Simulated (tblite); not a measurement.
Species: C3H4N (doublet state).
Z-matrix (Å and degrees, GFN2-xTB geometry), rows numbered from 1:
```
C 
C   1  1.3242
C   2  1.4702  1  122.87
N   3  1.2253  2  127.27  1   179.81
H   1  1.0772  2  121.37  3  -179.94
H   1  1.0783  2  122.29  3     0.00
H   2  1.0801  1  122.18  3  -179.98
H   3  1.1016  2  112.49  1    -0.09
```

All values are computed: GFN2-xTB (tblite) harmonic vibrations without scaling, gas phase. The method is semi-empirical: single wavenumbers can be off by several per cent or more. One conformer, not necessarily the lowest. Open shells enter through the occupations alone, without spin polarisation, and single modes of such species can be off by tens of per cent.

Problem. How many normal modes are there?

Solution. 8 atoms, non-linear: 3N − 6 = 18.

Problem. What is the point group of the computed structure, and how do the modes divide by symmetry?

Solution. Cs. The vibrations span 13 a′ + 5 a″.

Problem. How many distinct wavenumbers does the calculation give?

Solution. 18: Cs has no degenerate species.

Problem. How many fundamentals are allowed in the infrared by symmetry?

Solution. 18 of 18: in Cs every mode is allowed. All fundamentals are allowed in the Raman spectrum.

Problem. Zero-point energy?

Solution. ½Σν̃ = 12748 cm⁻¹ = 36.4 kcal/mol (18 modes), 22.2 kcal/mol of it from above 1550 cm⁻¹.

Problem. How far is the lowest real mode excited at 500 K, as a harmonic oscillator?

Solution. θ = hcν̃/k = 175 K for 121.8 cm⁻¹, so N1/N0 = 0.7 and ⟨v⟩ = 1/(exp(θ/T) − 1) = 2.4.
